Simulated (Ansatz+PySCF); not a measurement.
doublet H₄NO: levels of theory in one basis

```yaml
atoms:
  - { symbol: N, position_ang: [-1.1508, -0.0439, -0.1026] }
  - { symbol: O, position_ang: [1.1792, -0.0927, -0.0103] }
  - { symbol: H, position_ang: [-1.3032, -0.5476, 0.7666] }
  - { symbol: H, position_ang: [-1.3389, 0.9358, 0.0919] }
  - { symbol: H, position_ang: [-0.0307, -0.1538, -0.3532] }
  - { symbol: H, position_ang: [1.2950, 0.8147, 0.2950] }
```

Basis set: cc-pVTZ (spherical functions). Left uncorrelated: 2 orbitals. Correlation on ROHF uses semicanonical orbitals with singles. Charge 0, multiplicity 2.

Computed with Ansatz (development build ahead of 0.2.0) and PySCF 2.14.0; each method stands on the lowest determinant of its kind that the runs found.

| method | E − E(ROHF) (eV) | <S²> of the determinant |
| --- | --- | --- |
| ROHF | 0.00 | 0.75 |
| UHF | -0.36 | 0.79 |
| ROHF-MP2 | -13.00 | – |
| ROHF-CCSD | -13.74 | – |
| UHF-CCSD | -13.76 | 0.79 |
| ROHF-CCSD(T) | -14.24 | – |
| UHF-CCSD(T) | -14.25 | 0.79 |

Task: What does UHF-MP2 give on the same scale?

Result: -13.08 eV.
